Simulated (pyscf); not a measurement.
Insertion: HI (SMILES I) + HC≡CH (SMILES C#C) → :HC–CH₂–I (SMILES [CH]CI) [singlet]

Gas phase, singlet surface, charge 0. Bonds broken: I1–H2. Bonds formed: I1–C3, H2–C3. Structures and frequencies: ωB97X-D3(BJ)/def2-SVP in PySCF. MP2 and CC: frozen core, UHF for open shells. ΔMP2 is the change of the MP2 total energy from the triple- to the quadruple-zeta basis.

Transition state (Å):

```xyz
6

I      0.8730     2.2432     0.6632
H      1.2895     0.1022     0.0083
C      0.2139    -0.0443    -0.3792
C     -0.1168    -1.0789     0.3490
H      0.0132     0.2851    -1.3982
H     -0.1357    -1.2146     1.4343
```

One imaginary mode, 840i cm⁻¹; descent along it reached the two sides named.

| bond | change | reactant side (Å) | saddle | product side |
|---|---|---|---|---|
| I1–H2 | breaks | 1.615 | 2.277 | 2.7 |
| I1–C3 | forms | 4.2 | 2.599 | 2.183 |
| H2–C3 | forms | 2.6 | 1.153 | 1.135 |

Electronic energies relative to the separated reactants (kJ/mol):

```tsv
level	barrier	reaction energy	reverse barrier
ωB97X-D3(BJ)/def2-TZVP	198.7	+140.6	58.1
PBE/def2-TZVP	128.7	+139.6	-10.9
r²SCAN/def2-TZVP	140.0	+140.8	-0.8
B3LYP-D3(BJ)/def2-TZVP	158.0	+148.5	9.6
PBE0-D3(BJ)/def2-TZVP	154.5	+134.5	20.0
M06-2X/def2-TZVP	193.7	+159.5	34.3
ωB97M-D3(BJ)/def2-TZVP	203.0	+157.5	45.5
HF/def2-TZVP	250.6	+162.2	88.4
MP2/def2-QZVPP	217.1	+183.6	33.5
CCSD/def2-TZVPP	215.4	+170.6	44.8
CCSD(T)/def2-TZVPP	189.0	+169.7	19.3
CCSD(T)/def2-TZVPP + ΔMP2(QZVPP)	184.3	+166.7	17.5
```

With CCSD(T)/def2-TZVPP + ΔMP2(QZVPP) energies and thermal terms (ideal gas, 1 atm, RRHO with modes under 100 cm⁻¹ raised to 100, one conformer, R ln 2 for rigid chiral ones), in kJ/mol:

```
T (K)    ΔH‡    ΔG‡      ΔH      ΔG
-----  -----  -----  ------  ------
298    185.5  216.9  +174.5  +206.6
600    183.9  249.4  +173.6  +239.8
900    183.4  282.3  +174.7  +272.7
1200   183.2  315.2  +176.6  +305.1
```

At PBE, r²SCAN this geometry lies under the product side: in single points on another level's saddle the reverse barrier vanishes, and the forward threshold there is about the reaction energy. From the product side, •HC=CH₂ + I• lies, by one bond made or cut, 54.0 kJ/mol under this saddle at ωB97M-D3(BJ). The same reactants have a lower exit, to H₂C=CH–I (barrier +168.1 kJ/mol at ωB97M-D3(BJ), against +203.0 kJ/mol here). :HC–CH₂–I [singlet] is an excited spin state, 14.5 kJ/mol over the triplet at ωB97X-D3(BJ). :HC–CH₂–I [singlet] lies 302.2 kJ/mol over its isomer H₂C=CH–I, and others may lie lower still (electronic energy, ωB97M-D3(BJ)). One saddle was located; it need not be the lowest between these sides. A restricted solution here is unstable towards spin polarisation, so biradical character is likely and single-reference numbers are less safe. The CCSD(T) − MP2 part came from Ansatz, without density fitting, on the same reference. The largest closed-shell T1 diagnostic is 0.035, which may signal static correlation. The frozen core leaves the outer d or s,p core shells of the metals and heavy elements correlated in the MP2 and CC values, and def2-TZVPP describes them poorly, which can shift differences by a few kcal/mol. Elements past Kr carry the def2 core potentials, without spin-orbit coupling.
